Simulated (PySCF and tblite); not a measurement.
The numbers below are computed, except where a source is named.
Trichloromonofluoromethane, CCl₃F, numbered as in [F:1][C:2]([Cl:3])([Cl:4])[Cl:5].

GFN2-xTB molecular dynamics (tblite; Langevin, friction 0.005 fs⁻¹, 1.5 fs steps, hydrogen mass 2 u): 400 + 8000 steps at each temperature, started from the lowest conformer, nuclei classical.

GIAO shieldings at mPW1PW91/pcSseg-1 (IEF-PCM, dichloromethane) (PySCF) on 19 frames a temperature; like atoms are averaged, and of two unlike H on one atom a is the less shielded at the minimum.

How far do thermal motions move the shieldings from their values at the minimum?


| signal | σ at minimum (ppm) | Δσ, 400 K |
| --- | --- | --- |
| F1 | 174.8 | -15.4 ± 3.2 |
| C2 | 37.9 | -4.1 ± 1.1 |
| Cl3/Cl4/Cl5 | 383.1 | -32.5 ± 7.9 |

Errors are standard errors over frames. Zero-point motion is missing, and a reference compound would move too.

What do the single frames at 400 K give for C2?


| t (fs) | V above the minimum, tight binding (kcal/mol) | E above it, DFT (kcal/mol) | torsions (°) | σ (ppm) |
| --- | --- | --- | --- | --- |
| 915 | 1.4 | 1.6 | none | 33.8 |
| 1546 | 4.1 | 5.6 | none | 40.3 |
| 2178 | 2.2 | 3.1 | none | 30.6 |
| 2810 | 4.5 | 6.0 | none | 36.3 |
| 3441 | 5.0 | 7.0 | none | 35.5 |
| 4074 | 3.7 | 4.8 | none | 34.5 |
| 4706 | 4.3 | 5.9 | none | 31.2 |
| 5337 | 3.9 | 5.2 | none | 35.2 |
| 5968 | 9.3 | 11.7 | none | 33.6 |
| 6600 | 1.5 | 1.9 | none | 32.3 |
| 7232 | 4.1 | 5.5 | none | 29.7 |
| 7863 | 3.5 | 4.6 | none | 32.0 |
| 8494 | 3.4 | 4.8 | none | 35.4 |
| 9126 | 0.7 | 1.0 | none | 39.0 |
| 9759 | 6.1 | 7.9 | none | 18.8 |
| 10390 | 3.0 | 3.9 | none | 30.6 |
| 11022 | 2.2 | 3.1 | none | 40.2 |
| 11654 | 4.6 | 6.3 | none | 34.1 |
| 12285 | 2.0 | 2.8 | none | 38.7 |

Changes within two standard errors are not significant.
